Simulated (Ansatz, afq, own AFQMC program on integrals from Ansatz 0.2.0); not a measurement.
Integrals from Ansatz 0.2.0, then the random walk in our own AFQMC program (afq).

```yaml
crystal:
  periodic: [false, false, false]
  atoms:
    - {symbol: Te, position_ang: [0.000000, 0.000000, 0.000000]}
basis:
  gaussian: {orbitals: def2-TZVP}
magnetization: {spin_polarized: true, initial_magnetization: 2}
correlation: {method: ccsd_t, electrons: outside_noble_gas, hamiltonian_folder: ham}
```

```sh
$ ansatz run in.yaml --threads 2 --pin off --events-out ev --progress --plain --max-ram 34560MiB --backend cuda --devices 0, --max-vram 37GiB
```

Options of the walk:

```
--method free --trial cisd --walkers 4000 --time-step 0.03 --max-blocks 4000 --target-error 0.0003 --factor-cut 1e-05 --seed 7630 --times 0,0.3,0.6,1.2,1.8,2.4,3.6,4.8,6 --taylor-order 8
```

Times are imaginary, in 1/Eh. The walk had a cap of 126 s. Filled inner d shells are frozen with the cores. Core potentials past Kr, no spin–orbit coupling.

```
orbitals 41  electrons 4 2  factors 310 of 330
reference energy -267.00555417 Eh
CCSD correlation -0.10195447 Eh in 8 cycles, weight of the determinant in the CISD state 0.9361
repeat  energy at the last time / Eh  error
    10  -267.111298  0.000056
    20  -267.111292  0.000045
    30  -267.111292  0.000032
time / (1/Eh)  energy / Eh  error  mean overlap
  0.00  -267.107509  0.000006  1.0683
  0.30  -267.109529  0.000011  1.0683
  0.60  -267.110396  0.000012  1.0676
  1.20  -267.111004  0.000017  1.0701
  1.80  -267.111227  0.000020  1.0707
  2.40  -267.111268  0.000017  1.0715
  3.60  -267.111312  0.000023  1.0738
  4.80  -267.111336  0.000025  1.0758
  6.00  -267.111299  0.000032  1.0808
energy -267.111299 +/- 0.000032 Eh
```

Q: Estimate how long the walk took on 1 × NVIDIA H100 80GB HBM3 with 4 threads of AMD EPYC 7R13 Processor (Zen 3) (shared host) (the card was shared).

A: 34 s of wall time.

The run passed its tests (error under three times the target), which doesn't prove that it has relaxed.

Against this walk (error 0.9 meV) on the same determinant: CCSD(T) 17.6 meV higher, CCSDT(Q) 0.1 meV lower (within the noise), CCSDTQ 0.4 meV lower (within the noise), full CI for this spin (own frozen core, lowest symmetry allowed) 15.9 meV higher. The error is statistical, and a free projection of finite length keeps a remainder of its start. The last points scatter (meV from the last: 2.0 ± 0.5 at 1.80, 0.9 ± 0.5 at 2.40, -0.4 ± 0.6 at 3.60, -1.0 ± 0.7 at 4.80, 0.0 ± 0.9 at 6.00); the last is the one printed as the energy, and the gaps above move with that scatter.

Cautions: remainder of the start not in the error; no spin-orbit coupling; inner d shell frozen.

CCSDT and higher add their correlation energy to the determinant of the CCSD(T) run, since their own runs factorise the integrals more tightly (a shift of under 2 meV). A walk keeps the symmetry of its determinant, which the program's search chose and which needn't be the lowest solution, so a lower state of the same spin and another symmetry isn't excluded.
